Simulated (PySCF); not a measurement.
# AlH5S (Al(H2S)H3) at 6 levels

We compute a comparison of 6 runs (B2PLYP/STO-6G, B3LYP/STO-6G, PBE/STO-6G, PBE0/STO-6G, SVWN5/STO-6G, wB97X-V/STO-6G) of AlH5S (Al(H2S)H3). 

The calculation is run with PySCF 2.14.0.

## 1. The structure to begin with

AlH5S: 7 atoms, total charge 0, spin state singlet. SMILES: `[H][Al]([H])([H])<-[SH2]`. Geometry: a GFN2-xTB relaxation, a rough one for these elements and not checked as a minimum.

Bond lengths: Al1–S2 2.471 Å, S2–H3 1.332 Å, S2–H4 1.332 Å, Al1–H5 1.563 Å, Al1–H6 1.577 Å, Al1–H7 1.563 Å. Angles: Al1–S2–H3 90.6°, Al1–S2–H4 90.1°, S2–Al1–H5 96.0°, S2–Al1–H6 92.1°, S2–Al1–H7 95.6°, H3–S2–H4 92.6°, H5–Al1–H6 118.7°, H5–Al1–H7 120.8°, H6–Al1–H7 118.6°.

## 2. A single-point energy at B2PLYP/STO-6G (run 1)

calc.py reads:

```python
# Al(H2S)H3
from pyscf import gto, dft, mp

molecule = gto.M(
    atom='''
Al   0.129800  -0.221970  -1.011590
S    0.151830  -0.251940   1.458910
H    0.512600   1.030130   1.485280
H   -1.145480   0.049310   1.476400
H    1.682150  -0.187190  -1.188640
H   -0.666140   1.139260  -1.046260
H   -0.664760  -1.557600  -1.174090
''',
    basis='sto-6g',
    charge=0,
    max_memory=1860,
    spin=0,
    verbose=4,
)

mf = dft.RKS(molecule)
mf.xc = '0.53*HF + 0.47*B88, 0.73*LYP'
mf.grids.level = 5
mf.conv_tol = 1e-10
mf.kernel()
if not mf.converged:
    mf = mf.newton().run(mf.mo_coeff, mf.mo_occ)

pt = mp.MP2(mf, frozen=10).run()
e_tot = mf.e_tot + 0.27 * pt.e_corr
print('PT2 part  %.8f' % (0.27 * pt.e_corr))
print('Final energy', e_tot)
```

Launch:

```bash
$ OMP_NUM_THREADS=1 python calc.py
```

The log of the run:

```text
PySCF version 2.14.0

[INPUT] num. atoms = 7
[INPUT] num. electrons = 34
[INPUT] charge = 0
[INPUT] spin (= nelec alpha-beta = 2S) = 0
[INPUT] symmetry False subgroup None
[INPUT] Mole.unit = angstrom
[INPUT] Symbol           X                Y                Z      unit          X                Y                Z       unit  Magmom
[INPUT]  1 Al     0.129800000000  -0.221970000000  -1.011590000000 AA    0.245286450969  -0.419462507870  -1.911628050349 Bohr   0.0
[INPUT]  2 S      0.151830000000  -0.251940000000   1.458910000000 AA    0.286917117493  -0.476097599823   2.756940340389 Bohr   0.0
[INPUT]  3 H      0.512600000000   1.030130000000   1.485280000000 AA    0.968673611452   1.946663572698   2.806772418294 Bohr   0.0
[INPUT]  4 H     -1.145480000000   0.049310000000   1.476400000000 AA   -2.164643481167   0.093182395202   2.789991650308 Bohr   0.0
[INPUT]  5 H      1.682150000000  -0.187190000000  -1.188640000000 AA    3.178802800437  -0.353737833257  -2.246204060703 Bohr   0.0
[INPUT]  6 H     -0.666140000000   1.139260000000  -1.046260000000 AA   -1.258822160618   2.152889384672  -1.977144855087 Bohr   0.0
[INPUT]  7 H     -0.664760000000  -1.557600000000  -1.174090000000 AA   -1.256214338566  -2.943437411623  -2.218708545591 Bohr   0.0

nuclear repulsion = 85.5494908085989
number of shells = 15
number of NR pGTOs = 138
number of NR cGTOs = 23
basis = sto-6g
ecp = {}

******** <class 'pyscf.dft.rks.RKS'> ********
method = RKS
initial guess = minao
damping factor = 0
level_shift factor = 0
DIIS = <class 'pyscf.scf.diis.CDIIS'>
diis_start_cycle = 1
diis_space = 8
diis_damp = 0
SCF conv_tol = 1e-10
SCF conv_tol_grad = None
SCF max_cycles = 50
direct_scf = True
direct_scf_tol = 1e-13
XC library pyscf.dft.libxc version 7.0.0
    S. Lehtola, C. Steigemann, M. J.T. Oliveira, and M. A.L. Marques.,  SoftwareX 7, 1–5 (2018)
XC functionals = 0.53*HF + 0.47*B88, 0.73*LYP
    A. D. Becke.,  Phys. Rev. A 38, 3098 (1988)
    C. Lee, W. Yang, and R. G. Parr.,  Phys. Rev. B 37, 785 (1988)
    B. Miehlich, A. Savin, H. Stoll, and H. Preuss.,  Chem. Phys. Lett. 157, 200 (1989)
radial grids:
    Treutler-Ahlrichs [JCP 102, 346 (1995); DOI:10.1063/1.469408] (M4) radial grids

becke partition: Becke, JCP 88, 2547 (1988); DOI:10.1063/1.454033
pruning grids: <function nwchem_prune>
grids dens level: 5
symmetrized grids: False
atomic radii adjust function: <function treutler_atomic_radii_adjust>
small_rho_cutoff = 0
Set gradient conv threshold to 1e-05
Initial guess from minao.
tot grids = 203800
init E= -640.410008001422
  HOMO = -0.312442743471281  LUMO = 0.175492857352735  gap/eV = 13.27740
cycle= 1 E= -640.88531073582  delta_E= -0.475  |g|= 0.204  |ddm|= 2.58
  HOMO = -0.223232607078765  LUMO = 0.256581050863291  gap/eV = 13.05639
cycle= 2 E= -640.906819309298  delta_E= -0.0215  |g|= 0.0623  |ddm|= 0.529
  HOMO = -0.22753198440905  LUMO = 0.258705997281327  gap/eV = 13.23121
cycle= 3 E= -640.908435965521  delta_E= -0.00162  |g|= 0.0107  |ddm|= 0.127
  HOMO = -0.232262529860704  LUMO = 0.266559757483301  gap/eV = 13.57365
cycle= 4 E= -640.908487124746  delta_E= -5.12e-05  |g|= 0.000553  |ddm|= 0.0205
  HOMO = -0.232324676771013  LUMO = 0.26640955950752  gap/eV = 13.57125
cycle= 5 E= -640.908487280901  delta_E= -1.56e-07  |g|= 0.000156  |ddm|= 0.00149
  HOMO = -0.232308477275553  LUMO = 0.266423795682357  gap/eV = 13.57120
cycle= 6 E= -640.90848729041  delta_E= -9.51e-09  |g|= 1.3e-05  |ddm|= 0.00028
  HOMO = -0.232304059482741  LUMO = 0.266419694501452  gap/eV = 13.57096
cycle= 7 E= -640.90848729053  delta_E= -1.2e-10  |g|= 1.45e-06  |ddm|= 4.4e-05
  HOMO = -0.23230431954676  LUMO = 0.266419448203237  gap/eV = 13.57096
cycle= 8 E= -640.908487290532  delta_E= -1.71e-12  |g|= 1.55e-07  |ddm|= 5.5e-06
  HOMO = -0.232304231563335  LUMO = 0.266419473644393  gap/eV = 13.57096
Extra cycle  E= -640.908487290531  delta_E= 2.27e-13  |g|= 3.4e-08  |ddm|= 5.06e-07
converged SCF energy = -640.908487290531

******** <class 'pyscf.mp.mp2.RMP2'> ********
nocc = 7, nmo = 13
frozen orbitals 10
E(RMP2) = -640.994708622929  E_corr = -0.0862213323974843
E(SCS-RMP2) = -641.009638873259  E_corr = -0.101151582727316
E_corr(same-spin) = -0.00267001863422924
E_corr(oppo-spin) = -0.083551313763255
PT2 part  -0.02327976
Final energy -640.9317670502787
```

Run time: 4.8 s. Hardware: 1 thread of Arm Neoverse V1, shared host; peak memory 0.22 GiB.

## 3. The energy at B3LYP/STO-6G (run 2)

start.xyz reads:

```xyz
7
AlH5S
Al     0.129800    -0.221970    -1.011590
S      0.151830    -0.251940     1.458910
H      0.512600     1.030130     1.485280
H     -1.145480     0.049310     1.476400
H      1.682150    -0.187190    -1.188640
H     -0.666140     1.139260    -1.046260
H     -0.664760    -1.557600    -1.174090
```

run.py reads:

```python
# Al(H2S)H3
from pyscf import gto, dft

mol = gto.M(
    atom='start.xyz',
    max_memory=1860,
    basis='sto-6g',
    verbose=3,
)

mf = dft.RKS(mol, xc='b3lyp')
mf.grids.level = 5
mf.conv_tol = 1e-10
mf.kernel()
if not mf.converged:
    mf = mf.newton().run(mf.mo_coeff, mf.mo_occ)

energy = mf.e_tot
print('E(%s) = %.9f' % ('B3LYP', energy))
```

Launch:

```bash
$ OMP_NUM_THREADS=1 python run.py
```

The log of the run:

```text
converged SCF energy = -641.275038471407
E(B3LYP) = -641.275038471
```

Wall time 4.5 s (1 thread of Arm Neoverse V1, shared host); peak memory 0.22 GiB.

Runs 3 to 4 aren't shown in full; the table further down has their settings and results.

## 4. A single-point energy at SVWN5/STO-6G (run 5)

job.py reads:

```python
from pyscf import gto, dft

mol = gto.M(
    atom='''
Al       0.129800      -0.221970      -1.011590
S        0.151830      -0.251940       1.458910
H        0.512600       1.030130       1.485280
H       -1.145480       0.049310       1.476400
H        1.682150      -0.187190      -1.188640
H       -0.666140       1.139260      -1.046260
H       -0.664760      -1.557600      -1.174090
''',
    max_memory=1860,
    verbose=4,
    basis='sto-6g',
)

myscf = dft.RKS(mol, xc='svwn')
myscf.conv_tol = 1e-10
myscf.grids.level = 5
myscf.kernel()
if not myscf.converged:
    myscf = myscf.newton().run(myscf.mo_coeff, myscf.mo_occ)

energy = myscf.e_tot
print('E(%s) = %.9f' % ('SVWN5', energy))
```

Launch:

```bash
$ OMP_NUM_THREADS=1 python job.py
```

The log of the run:

```text
PySCF version 2.14.0

[INPUT] num. atoms = 7
[INPUT] num. electrons = 34
[INPUT] charge = 0
[INPUT] spin (= nelec alpha-beta = 2S) = 0
[INPUT] symmetry False subgroup None
[INPUT] Mole.unit = angstrom
[INPUT] Symbol           X                Y                Z      unit          X                Y                Z       unit  Magmom
[INPUT]  1 Al     0.129800000000  -0.221970000000  -1.011590000000 AA    0.245286450969  -0.419462507870  -1.911628050349 Bohr   0.0
[INPUT]  2 S      0.151830000000  -0.251940000000   1.458910000000 AA    0.286917117493  -0.476097599823   2.756940340389 Bohr   0.0
[INPUT]  3 H      0.512600000000   1.030130000000   1.485280000000 AA    0.968673611452   1.946663572698   2.806772418294 Bohr   0.0
[INPUT]  4 H     -1.145480000000   0.049310000000   1.476400000000 AA   -2.164643481167   0.093182395202   2.789991650308 Bohr   0.0
[INPUT]  5 H      1.682150000000  -0.187190000000  -1.188640000000 AA    3.178802800437  -0.353737833257  -2.246204060703 Bohr   0.0
[INPUT]  6 H     -0.666140000000   1.139260000000  -1.046260000000 AA   -1.258822160618   2.152889384672  -1.977144855087 Bohr   0.0
[INPUT]  7 H     -0.664760000000  -1.557600000000  -1.174090000000 AA   -1.256214338566  -2.943437411623  -2.218708545591 Bohr   0.0

nuclear repulsion = 85.5494908085989
number of shells = 15
number of NR pGTOs = 138
number of NR cGTOs = 23
basis = sto-6g
ecp = {}

******** <class 'pyscf.dft.rks.RKS'> ********
method = RKS
initial guess = minao
damping factor = 0
level_shift factor = 0
DIIS = <class 'pyscf.scf.diis.CDIIS'>
diis_start_cycle = 1
diis_space = 8
diis_damp = 0
SCF conv_tol = 1e-10
SCF conv_tol_grad = None
SCF max_cycles = 50
direct_scf = True
direct_scf_tol = 1e-13
XC library pyscf.dft.libxc version 7.0.0
    S. Lehtola, C. Steigemann, M. J.T. Oliveira, and M. A.L. Marques.,  SoftwareX 7, 1–5 (2018)
XC functionals = svwn
    P. A. M. Dirac.,  Math. Proc. Cambridge Philos. Soc. 26, 376 (1930)
    F. Bloch.,  Z. Phys. 57, 545 (1929)
    S. H. Vosko, L. Wilk, and M. Nusair.,  Can. J. Phys. 58, 1200 (1980)
radial grids:
    Treutler-Ahlrichs [JCP 102, 346 (1995); DOI:10.1063/1.469408] (M4) radial grids

becke partition: Becke, JCP 88, 2547 (1988); DOI:10.1063/1.454033
pruning grids: <function nwchem_prune>
grids dens level: 5
symmetrized grids: False
atomic radii adjust function: <function treutler_atomic_radii_adjust>
small_rho_cutoff = 0
Set gradient conv threshold to 1e-05
Initial guess from minao.
tot grids = 203800
init E= -638.299272348421
  HOMO = -0.293971012065834  LUMO = 0.0858723884133784  gap/eV = 10.33607
cycle= 1 E= -638.642907290656  delta_E= -0.344  |g|= 0.24  |ddm|= 2.63
  HOMO = -0.112309277284989  LUMO = 0.137607604316697  gap/eV = 6.80058
cycle= 2 E= -638.649448314811  delta_E= -0.00654  |g|= 0.22  |ddm|= 0.875
  HOMO = -0.11558537427482  LUMO = 0.136451196038893  gap/eV = 6.85826
cycle= 3 E= -638.668608856783  delta_E= -0.0192  |g|= 0.0213  |ddm|= 0.411
  HOMO = -0.120633962954374  LUMO = 0.144627980895257  gap/eV = 7.21815
cycle= 4 E= -638.668832595102  delta_E= -0.000224  |g|= 0.00386  |ddm|= 0.0499
  HOMO = -0.120773705235052  LUMO = 0.144451830839814  gap/eV = 7.21715
cycle= 5 E= -638.668838564279  delta_E= -5.97e-06  |g|= 0.000607  |ddm|= 0.00779
  HOMO = -0.120742728317461  LUMO = 0.144339208978617  gap/eV = 7.21325
cycle= 6 E= -638.668838728451  delta_E= -1.64e-07  |g|= 2.82e-05  |ddm|= 0.00131
  HOMO = -0.120740916398457  LUMO = 0.144336165841527  gap/eV = 7.21311
cycle= 7 E= -638.668838728821  delta_E= -3.7e-10  |g|= 8.59e-06  |ddm|= 7.62e-05
  HOMO = -0.120742548121364  LUMO = 0.144335682349292  gap/eV = 7.21315
cycle= 8 E= -638.668838728864  delta_E= -4.32e-11  |g|= 4.67e-07  |ddm|= 2.13e-05
  HOMO = -0.120742373020468  LUMO = 0.144335623965289  gap/eV = 7.21314
Extra cycle  E= -638.668838728865  delta_E= -1.25e-12  |g|= 4.29e-07  |ddm|= 1.9e-06
converged SCF energy = -638.668838728865
E(SVWN5) = -638.668838729
```

Run time: 3.6 s. Hardware: 1 thread of Arm Neoverse V1, shared host; peak memory 0.15 GiB.

## 5. A single-point energy at wB97X-V/STO-6G (run 6)

run.py reads:

```python
from pyscf import gto, dft

mol = gto.M(
    atom='''
Al     0.245286    -0.419463    -1.911628
S      0.286917    -0.476098     2.756940
H      0.968674     1.946664     2.806772
H     -2.164643     0.093182     2.789992
H      3.178803    -0.353738    -2.246204
H     -1.258822     2.152889    -1.977145
H     -1.256214    -2.943437    -2.218709
''',
    unit='bohr',
    basis='sto-6g',
    spin=0,
    charge=0,
    verbose=4,
    max_memory=1860,
)

mf = dft.RKS(mol)
mf.xc = 'wb97x-v'
mf.nlcgrids.level = 1
mf.conv_tol = 1e-10
mf.grids.level = 5
mf.kernel()
if not mf.converged:
    mf = mf.newton().run(mf.mo_coeff, mf.mo_occ)

e_tot = mf.e_tot
print(f'total energy: {e_tot:.8f} hartree')
```

Launch:

```bash
$ OMP_NUM_THREADS=1 python run.py
```

The log of the run:

```text
PySCF version 2.14.0

[INPUT] num. atoms = 7
[INPUT] num. electrons = 34
[INPUT] charge = 0
[INPUT] spin (= nelec alpha-beta = 2S) = 0
[INPUT] symmetry False subgroup None
[INPUT] Mole.unit = bohr
[INPUT] Symbol           X                Y                Z      unit          X                Y                Z       unit  Magmom
[INPUT]  1 Al     0.129799761358  -0.221970260424  -1.011589973357 AA    0.245286000000  -0.419463000000  -1.911628000000 Bohr   0.0
[INPUT]  2 S      0.151829937826  -0.251940211765   1.458909819874 AA    0.286917000000  -0.476098000000   2.756940000000 Bohr   0.0
[INPUT]  3 H      0.512600205611   1.030130226118   1.485279778648 AA    0.968674000000   1.946664000000   2.806772000000 Bohr   0.0
[INPUT]  4 H     -1.145479745378   0.049309790868   1.476400185049 AA   -2.164643000000   0.093182000000   2.789992000000 Bohr   0.0
[INPUT]  5 H      1.682150105604  -0.187190088236  -1.188639967877 AA    3.178803000000  -0.353738000000  -2.246204000000 Bohr   0.0
[INPUT]  6 H     -0.666139915005   1.139259796440  -1.046260076684 AA   -1.258822000000   2.152889000000  -1.977145000000 Bohr   0.0
[INPUT]  7 H     -0.664759820839  -1.557599782179  -1.174090240463 AA   -1.256214000000  -2.943437000000  -2.218709000000 Bohr   0.0

nuclear repulsion = 85.5494950412733
number of shells = 15
number of NR pGTOs = 138
number of NR cGTOs = 23
basis = sto-6g
ecp = {}

******** <class 'pyscf.dft.rks.RKS'> ********
method = RKS
initial guess = minao
damping factor = 0
level_shift factor = 0
DIIS = <class 'pyscf.scf.diis.CDIIS'>
diis_start_cycle = 1
diis_space = 8
diis_damp = 0
SCF conv_tol = 1e-10
SCF conv_tol_grad = None
SCF max_cycles = 50
direct_scf = True
direct_scf_tol = 1e-13
XC library pyscf.dft.libxc version 7.0.0
    S. Lehtola, C. Steigemann, M. J.T. Oliveira, and M. A.L. Marques.,  SoftwareX 7, 1–5 (2018)
XC functionals = wb97x-v
    N. Mardirossian and M. Head-Gordon.,  Phys. Chem. Chem. Phys. 16, 9904-9924 (2014)
radial grids:
    Treutler-Ahlrichs [JCP 102, 346 (1995); DOI:10.1063/1.469408] (M4) radial grids

becke partition: Becke, JCP 88, 2547 (1988); DOI:10.1063/1.454033
pruning grids: <function nwchem_prune>
grids dens level: 5
symmetrized grids: False
atomic radii adjust function: <function treutler_atomic_radii_adjust>
** Following is NLC and NLC Grids **
NLC functional = wb97x-v
radial grids:
    Treutler-Ahlrichs [JCP 102, 346 (1995); DOI:10.1063/1.469408] (M4) radial grids

becke partition: Becke, JCP 88, 2547 (1988); DOI:10.1063/1.454033
pruning grids: <function nwchem_prune>
grids dens level: 1
symmetrized grids: False
atomic radii adjust function: <function treutler_atomic_radii_adjust>
small_rho_cutoff = 0
Set gradient conv threshold to 1e-05
Initial guess from minao.
tot grids = 203800
tot grids = 25032
init E= -640.632417305589
  HOMO = -0.328397415515643  LUMO = 0.183510094056469  gap/eV = 13.92971
cycle= 1 E= -641.136166634702  delta_E= -0.504  |g|= 0.226  |ddm|= 2.58
  HOMO = -0.265723741891398  LUMO = 0.278748763440972  gap/eV = 14.81585
cycle= 2 E= -641.162700019963  delta_E= -0.0265  |g|= 0.0626  |ddm|= 0.54
  HOMO = -0.270523659610248  LUMO = 0.280604134935511  gap/eV = 14.99695
cycle= 3 E= -641.164305683657  delta_E= -0.00161  |g|= 0.0124  |ddm|= 0.116
  HOMO = -0.275463900360858  LUMO = 0.288656684317192  gap/eV = 15.35050
cycle= 4 E= -641.164393408394  delta_E= -8.77e-05  |g|= 0.000959  |ddm|= 0.0295
  HOMO = -0.275620957312471  LUMO = 0.288693654104953  gap/eV = 15.35578
cycle= 5 E= -641.164394015917  delta_E= -6.08e-07  |g|= 0.000134  |ddm|= 0.00258
  HOMO = -0.275606473556335  LUMO = 0.288705971743897  gap/eV = 15.35572
cycle= 6 E= -641.164394024942  delta_E= -9.02e-09  |g|= 3.14e-05  |ddm|= 0.000329
  HOMO = -0.275603785554684  LUMO = 0.288695791733756  gap/eV = 15.35537
cycle= 7 E= -641.16439402539  delta_E= -4.48e-10  |g|= 3.57e-06  |ddm|= 6.8e-05
  HOMO = -0.275603258351755  LUMO = 0.288694761107368  gap/eV = 15.35533
cycle= 8 E= -641.164394025401  delta_E= -1.1e-11  |g|= 3.28e-07  |ddm|= 1.37e-05
  HOMO = -0.275603153337656  LUMO = 0.288694750121078  gap/eV = 15.35533
Extra cycle  E= -641.164394025401  delta_E=    0  |g|= 9.94e-08  |ddm|= 1.08e-06
converged SCF energy = -641.164394025401
total energy: -641.16439403 hartree
```

Wall time 32 s (1 thread of Arm Neoverse V1, shared host); peak memory 0.22 GiB.

## 6. Overview of the runs

```csv
run,level,frozen core orbitals,nlc grid,energy (Eh),dipole moment (D),HOMO energy (eV),LUMO energy (eV),wall time
1,B2PLYP/STO-6G,10,–,-640.931767,3.18,-6.32,7.25,4.8 s
2,B3LYP/STO-6G,–,–,-641.275038,3.31,-4.78,4.84,4.5 s
3,PBE/STO-6G,–,–,-640.907093,3.44,-3.48,3.77,4.8 s
4,PBE0/STO-6G,–,–,-640.996865,3.33,-4.95,5.27,4.5 s
5,SVWN5/STO-6G,–,–,-638.668839,3.54,-3.29,3.93,3.6 s
6,wB97X-V/STO-6G,–,1,-641.164394,3.23,-7.50,7.86,32 s
```

## 7. What came out

| quantity | value |
| --- | --- |
| run 6: total energy | -641.16439 Eh |
| run 6: dipole moment | 3.23 D |
| run 6: HOMO energy | -7.50 eV |
| run 6: LUMO energy | 7.86 eV |
| run 6: HOMO–LUMO gap | 15.36 eV |

The dipole moment (its size) runs from 3.18 D (B2PLYP/STO-6G) to 3.54 D (SVWN5/STO-6G). A double hybrid's value is that of its SCF part. The HOMO–LUMO gap runs from 7.21 eV (SVWN5/STO-6G) to 15.36 eV (wB97X-V/STO-6G). Totals of different functionals can't be ranked against each other. In runs 1, 2, 3, 4, 5, 6 the basis is minimal, so the values are rough. All runs together took 54 s, the longest 32 s.
